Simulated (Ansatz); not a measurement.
# BH6NSi: the cost of one run

Method: RKS PBE-D4/STO-3G, in Ansatz 0.2.0.

## 1. The structure to begin with

Bond lengths: N1–B2 1.466 Å, B2–Si3 1.923 Å, N1–H4 1.015 Å, N1–H5 1.095 Å, B2–H6 1.199 Å, Si3–H7 1.457 Å, Si3–H8 1.541 Å, Si3–H9 1.491 Å. Angles: N1–B2–Si3 118.0°, N1–B2–H6 121.2°, Si3–B2–H6 120.7°, B2–N1–H4 108.1°, B2–N1–H5 108.3°, H4–N1–H5 103.7°, B2–Si3–H7 110.9°, B2–Si3–H8 108.1°, B2–Si3–H9 110.6°, H7–Si3–H8 107.1°, H7–Si3–H9 112.3°, H8–Si3–H9 107.7°.

As a file:

```xyz
9

N    -1.2345    0.7284   -0.7720
B     0.1059    0.6783   -0.1793
Si    0.6004   -0.8982    0.8039
H    -1.2786    0.0324   -1.5095
H    -1.3395    1.6786   -1.3066
H     0.8725    1.5920   -0.2976
H     0.5827   -2.0745   -0.0563
H     2.0499   -0.7208    1.2973
H    -0.2703   -1.0624    2.0029
```

## 2. Relaxing end A

input.yaml

```yaml
crystal:
  periodic: [false, false, false]
  atoms:
    - { symbol: "N", position_ang: [-1.2345, 0.7284, -0.772] }
    - { symbol: B, position_ang: [0.1059, 0.6783, -0.1793] }
    - { symbol: Si, position_ang: [0.6004, -0.8982, 0.8039] }
    - { symbol: H, position_ang: [-1.2786, 0.0324, -1.5095] }
    - { symbol: H, position_ang: [-1.3395, 1.6786, -1.3066] }
    - { symbol: H, position_ang: [0.8725, 1.592, -0.2976] }
    - { symbol: H, position_ang: [0.5827, -2.0745, -0.0563] }
    - { symbol: H, position_ang: [2.0499, -0.7208, 1.2973] }
    - { symbol: H, position_ang: [-0.2703, -1.0624, 2.0029] }
basis:
  gaussian: { orbitals: STO-3G }
hamiltonian:
  xc: pbe
  dispersion: d4
relax:
  f_tol: 0.02
  max_steps: 50
```

On the command line:

```sh
> ansatz run input.yaml --threads 1 --pin off --max-ram 2048MiB --backend cpu --events-out ev --progress --plain --runs-dir out
```

What time and memory should one allow on 1 thread of Arm Neoverse V2, shared host?

About 17 s, with a peak of 0.11 GiB.
